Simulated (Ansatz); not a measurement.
**AlBH₂ (singlet): wave-function methods side by side at distance B1–Al2 = 1.768 Å, 6-31G**

An exercise on one series of results from a longer session: the logs are not shown, and one member is left open.

The runs use Ansatz 0.2.0, Gaussian basis; 6-31G, core rule «outside noble gas», up to 6 orbitals frozen.

To be run: UHF; CCSD(T) on RHF; CCSD(T) on UHF; BCCD(T) on RHF; CISD; CCSDT(Q) on RHF; CCSDT(Q) on UHF; CCSDTQ on RHF; CCSDTQ on UHF; CASSCF and MRCISD+Q, 2 electrons in 2 orbitals; CASSCF and NEVPT2, 2 electrons in 2 orbitals; CASSCF and MRCISD+Q, 8 electrons in 10 orbitals; CASSCF and NEVPT4(SD), 8 electrons in 10 orbitals; CASSCF and NEVPT2, 8 electrons in 10 orbitals; Full CI.

## The geometry

The geometry derives from a PBE0/def2-TZVP stationary point (not a proven minimum). One bond is set to the value named and the two fragments are kept rigid.

4 atoms, charge 0, spin multiplicity 1.

Atoms are counted from 1 here; the program's logs count them from 0.

Bond lengths: B1–Al2 1.768 Å, B1–H3 1.206 Å, B1–H4 1.206 Å. Angles: Al2–B1–H3 123.6°, Al2–B1–H4 123.6°, H3–B1–H4 112.9°.

Set-up of the first run:

Input file in.yaml:

```yaml
crystal:
  periodic: [false, false, false]
  atoms:
    - {symbol: B, position_ang: [0.000000, 0.000000, 1.164565]}
    - {symbol: Al, position_ang: [0.000000, 0.000000, -0.603435]}
    - {symbol: H, position_ang: [0.000000, 1.004980, 1.831201]}
    - {symbol: H, position_ang: [0.000000, -1.004980, 1.831201]}
basis:
  gaussian: {orbitals: 6-31G}
magnetization: {spin_polarized: true, initial_magnetization: 0}
hamiltonian: {xc: hf}
output: {orbitals: {seedname: orbitals}}
```

On the command line:

```console
$ ansatz run in.yaml --threads 1 --pin off --events-out ev --progress --plain --max-ram 3968MiB --backend cpu
```

Steps of the session up to this table: UHF; CCSD(T) on RHF; CCSD(T) on UHF; BCCD(T) on RHF; CISD; CCSDT(Q) on RHF; CCSDT(Q) on UHF; CCSDTQ on RHF; CCSDTQ on UHF; CASSCF and MRCISD+Q, 2 electrons in 2 orbitals; CASSCF and NEVPT2, 2 electrons in 2 orbitals; CASSCF and MRCISD+Q, 8 electrons in 10 orbitals; CASSCF and NEVPT4(SD), 8 electrons in 10 orbitals; CASSCF and NEVPT2, 8 electrons in 10 orbitals; Full CI.

One of the session's tables, all rows but one given; the rest of the session is left out.

```
            method  from FCI (kJ/mol)
               RHF             +286.3
              RMP2              +85.8
              CISD              +27.3
             RCCSD               +8.8
          RCCSD(T)               +3.3
           BCCD(T)               +3.2
            RCCSDT               +0.8
         RCCSDT(Q)                  ?
           RCCSDTQ                0.0
       CASSCF pair             +249.4
       MRCISD pair              +22.5
     MRCISD+Q pair               +0.8
    CASSCF valence              +80.9
    NEVPT2 valence              +24.4
NEVPT4(SD) valence               +4.6
    MRCISD valence               +2.8
  MRCISD+Q valence               +1.0
               FCI                  0
```

Q: Estimate the row for RCCSDT(Q) from the others.

The run gave: from FCI (kJ/mol): +0.3. In the column «from FCI (kJ/mol)» it lies between FCI (0) and RCCSDT (+0.8).

Some runs used a GPU and others CPU threads alone; cost is compared among the CPU runs only.

Among the levels timed on like hardware, those that no quicker one beats, quickest first: RCCSD(T) (0.43 s, +3.3 kJ/mol); BCCD(T) (0.51 s, +3.2 kJ/mol); MRCISD+Q pair (0.97 s, +0.8 kJ/mol); RCCSDT(Q) (1 s, +0.3 kJ/mol); RCCSDTQ (8 s, 0.0 kJ/mol).

Limits of these values: The yardstick is full CI for this spin, exact in this basis with these frozen cores. Left out of the table: UHF, UMP2, UCCSD, UCCSD(T), UCCSDT, UCCSDT(Q), UCCSDTQ (another determinant or state than the rows shown). Of the multireference levels listed MRCISD+Q pair comes nearest in total energy (+0.8 kJ/mol), which doesn't show that its space is the better one. Warnings in the runs' records: large difference, passed over end.
